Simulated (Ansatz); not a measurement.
## What each rung costs, and what it gives

Saddle point of CH8SSi, closed shell (CH₆Si ([CH3][SiH3]) + H₂S → CH₆SSi ([CH3][SiH2][SH]) + H₂; bonds formed: Si1–S7, H2–H6; bonds broken: Si1–H2, H6–S7), PBE0-D4/def2-TZVP structure:

```xyz
11
angstrom
Si -0.5676 0.0758 -0.4213
H 0.5355 1.2103 -1.1149
H -1.1695 -1.1234 -1.0575
H -1.5267 1.1519 -0.8516
C -0.4143 0.1795 1.4278
H 1.1322 0.4914 -0.9843
S 1.6533 -1.1303 -0.5612
H -1.3170 0.6194 1.8570
H -0.2437 -0.8099 1.8535
H 0.4336 0.8130 1.7000
H 1.4842 -1.4780 -1.8473
```

Barriers are electronic and count from the start structure reached by relaxing down the imaginary mode.

Ansatz 0.2.0; basis: as named in each row; cores frozen in the correlated methods. B3LYP uses VWN-RPA correlation. Extrapolation: Hartree–Fock as exp(−7.88 √X), correlation as X^−2.97.

Times are rough, for one single point on 4 threads of a shared host (Arm Neoverse V2).

The estimate by CCSD(T) at an estimated basis limit (MP2 extrapolated from triple and quadruple zeta, plus CCSD(T) − MP2 in triple zeta) is 49.88 kcal/mol.

```csv
method,basis,time (s),barrier (kcal/mol),method less estimate
HF,STO-3G,under 1,123.81,73.93
PBE-D4,STO-3G,under 1,74.59,24.71
SPW92,def2-SVP,under 1,34.89,-14.99
B3LYP-D4,6-31G,under 1,57.94,8.07
PBE-D4,def2-SVP,under 1,41.36,-8.52
PBE0-D4,def2-SVP,under 1,46.22,-3.66
SPW92,def2-TZVPP,under 1,33.35,-16.52
CCSD(T),def2-SVP,2,59.05,9.17
PBE-D4,def2-TZVPP,2,39.52,-10.36
BLYP-D4,def2-TZVPP,2,44.85,-5.02
BHLYP-D4,def2-TZVPP,2,53.81,3.94
B3LYP-D4,def2-TZVPP,2,48.31,-1.57
PBE0-D4,def2-TZVPP,2,44.10,-5.78
CAM-B3LYP-D4,def2-TZVPP,2,51.58,1.70
wB97M-V,def2-SVP,3,51.14,1.26
r2SCAN-D4,def2-TZVPP,3,42.97,-6.91
RPA on PBE,def2-TZVPP,3,52.80,2.93
r2SCAN0-D4,def2-TZVPP,4,46.13,-3.75
B2PLYP,def2-TZVPP,4,50.77,0.89
PBE-QIDH,def2-TZVPP,4,48.26,-1.61
wB97X-V,def2-TZVPP,6,51.25,1.38
wB97M-V,def2-TZVPP,6,49.51,-0.37
B97M-V,def2-TZVPP,6,46.71,-3.17
MP2,def2-QZVPP,15,48.43,-1.44
CCSD(T),def2-TZVPP,46,52.02,2.14
```

All methods are single points on the PBE0-D4 structures.

T1 diagnostic: at most 0.013.

Labels in which every atom is bracketed show which atoms are joined, not bond orders.
